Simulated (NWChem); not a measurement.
Species: benzene (C₆H₆); SMILES c1ccccc1

Computed with NWChem. Pople sets run with spherical d functions. Structure relaxed at the PBE0/def2-SVP level.

Task: Order these by “orbital gap (eV)”, lowest first: B3LYP/def2-SVP; B3LYP/def2-TZVP; B3LYP/STO-3G; B3LYP/3-21G.

Result: B3LYP/def2-TZVP (6.63), B3LYP/def2-SVP (6.75), B3LYP/3-21G (7.00), B3LYP/STO-3G (7.83)
